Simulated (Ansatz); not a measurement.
Born–Oppenheimer molecular dynamics of C$_{2}$H$_{4}$ClF (8 atoms, charge 0, multiplicity 1). It starts at the highest image of a converged band. Of that band: Neighbouring images differ by up to 3.3 eV, so the band resolves the path poorly. A vibrational analysis at the climbing image gives one clearly imaginary mode, 2029i cm⁻¹: a first-order saddle point.

All numbers below come from RHF/def2-SVP (Ansatz).

| Quantity | Value |
| --- | --- |
| ensemble | NVE (velocity Verlet) |
| time step | 0.5 fs |
| steps asked | 200 |
| starting velocities drawn for | 100 K |
| seed | 10948 |

First frame:

```xyz
8
Properties=species:S:1:pos:R:3
F -1.173 -0.700 1.131
C 0.454 -0.505 0.021
Cl 0.323 -1.800 -1.060
H 1.038 -0.721 0.900
C 0.032 0.790 -0.308
H 0.520 1.597 0.226
H -0.260 0.980 -1.332
H -0.935 0.359 0.422
```

(1) How far do the bonds stretch over the last three quarters of this one trajectory? (Pairs bonded in most of those frames.)

Results:

(1) 
| bond | mean (Å) | spread (Å) | shortest | longest |
| --- | --- | --- | --- | --- |
| F1–H8 | 0.951 | 0.115 | 0.77 | 1.10 |
| C2–Cl3 | 1.748 | 0.040 | 1.67 | 1.81 |
| C2–H4 | 1.083 | 0.018 | 1.05 | 1.12 |
| C2–C5 | 1.322 | 0.033 | 1.27 | 1.37 |
| C5–H6 | 1.086 | 0.008 | 1.07 | 1.11 |
| C5–H7 | 1.086 | 0.007 | 1.07 | 1.10 |

Mean temperature of the second half: 2757 K. The conserved energy stayed within 4 meV per atom of its start (net change 0.49 meV per atom), so there is no drift, though single steps change it by up to 39 meV in the whole system, a sign of fast motions only just resolved. The system heated up, since it started high on the potential surface and ran downhill. A run of 0.1 ps of so small a system gives no equilibrium averages. The orbitals stay closed-shell, which can raise the energy where a bond breaks towards radicals; this wasn't checked here.

Run time: 6.3 min on 1 thread of Arm Neoverse N1, on a shared host, peak memory 0.16 GiB.
